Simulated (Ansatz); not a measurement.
The same path of C3H5NO (10 atoms, charge 0, multiplicity 1) was run twice with different band settings. Lost on the way: C2–H8. Made: N1–H8.

Level of theory: Ansatz 0.2.0, RKS B3LYP-D4/def2-SVP.

Relaxed end points:

```xyz
10
Properties=species:S:1:pos:R:3
N -1.546 -1.131 -0.547
C -0.546 -0.702 0.343
C 0.373 0.224 0.084
C 1.563 1.006 0.258
O 0.717 1.074 -0.936
H -2.457 -1.233 -0.105
H -1.631 -0.534 -1.367
H -0.494 -1.230 1.299
H 2.554 0.563 0.092
H 1.551 1.911 0.881
```

```xyz
10
Properties=species:S:1:pos:R:3
N -1.378 -1.041 -0.124
C -0.414 -0.550 0.993
C 0.444 0.248 0.365
C 1.554 1.139 0.192
O 0.703 0.736 -0.931
H -2.340 -0.798 0.130
H -1.191 -0.668 -1.075
H -1.346 -2.064 -0.171
H 2.581 0.751 0.151
H 1.471 2.198 0.473
```

Common settings: movable images 5; climbing image yes; spring 5.0 eV/Å²; optimiser quadratic models (default); start path through a guess of the saddle point; iteration limit 60; end points relaxed.

| run | force threshold |
| --- | --- |
| 1 | 0.05 eV/Å |
| 2 | 0.5 eV/Å |

Task: What does each run give, and how far can it be trusted?

Result: Run 1: converged after 11 iterations, highest image 3.594 eV above the first end. Neighbouring images differ by up to 1.7 eV, so the band resolves the path poorly. A vibrational analysis at the climbing image gives one clearly imaginary mode, 1615i cm⁻¹: a first-order saddle point.
Run 2: converged after 7 iterations, highest image 3.597 eV above the first end. The threshold of 0.5 eV/Å is loose, so the images may lie well off the minimum-energy path. Neighbouring images differ by up to 1.7 eV, so the band resolves the path poorly. The order of the stationary point at the top wasn't checked.
The orbitals stay closed-shell, which can raise the energy where a bond breaks towards radicals; this wasn't checked here.
